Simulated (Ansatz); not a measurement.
# Wavefunction methods compared: O2 (charge +1), doublet

Calculated in Ansatz's Gaussian-basis code; BCCD by scripts on PySCF. Settings: STO-3G; 2 core orbitals frozen; no relativity. Perturbation and coupled-cluster methods stand on the Hartree–Fock determinant that coupled cluster favours; RHF here means ROHF, with semicanonical perturbation theory. The state met can change along the bond. Small basis; these aren't basis-limit values. The unrestricted determinant is a mixture of spins, so it may stand for another state.

Correlation energy of CCSD(T), then each method's total less that of CCSD(T), in eV:

```json
{"case": "1.172 Å RHF", "E corr CCSD(T)": "-5.037", "CCSD": "+0.051", "BCCD": "+0.055", "BCCD(T)": "0.000", "determinant": "–"}
{"case": "1.172 Å UHF", "E corr CCSD(T)": "-4.294", "CCSD": "+0.037", "BCCD": "+0.096", "BCCD(T)": "+0.041", "determinant": "⟨S²⟩ = 1.295"}
{"case": "1.451 Å UHF", "E corr CCSD(T)": "-3.078", "CCSD": "+0.099", "BCCD": "+0.310", "BCCD(T)": "+0.203", "determinant": "⟨S²⟩ = 1.841"}
{"case": "1.953 Å UHF", "E corr CCSD(T)": "-0.582", "CCSD": "+0.015", "BCCD": "–", "BCCD(T)": "–", "determinant": "⟨S²⟩ = 2.521, 0.31 eV over the lowest such Hartree–Fock solution met"}
{"case": "2.678 Å UHF", "E corr CCSD(T)": "-0.001", "CCSD": "+0.001", "BCCD": "-0.013", "BCCD(T)": "-0.014", "determinant": "⟨S²⟩ = 2.750"}
{"case": "3.348 Å UHF", "E corr CCSD(T)": "0.000", "CCSD": "0.000", "BCCD": "-0.033", "BCCD(T)": "-0.033", "determinant": "⟨S²⟩ = 2.750"}
```

How far does full CI lie from CCSD(T) in each case, and where is CCSD(T) within 1 kcal/mol (0.043 eV)?

1.172 Å RHF: -0.123 eV (outside); 1.172 Å UHF: -0.082 eV (outside, spin-contaminated determinant); 1.451 Å UHF: -0.230 eV (outside, spin-contaminated determinant); 1.953 Å UHF: -0.194 eV (outside, spin-contaminated determinant); 2.678 Å UHF: -0.120 eV (outside, spin-contaminated determinant); 3.348 Å UHF: -0.020 eV (within, spin-contaminated determinant).

Which method comes nearest to full CI in total energy for 1.172 Å UHF?

CCSD(T), 0.082 eV away; next CCSD (0.119 eV), last BCCD (0.178 eV).

Several Brueckner solutions were met.
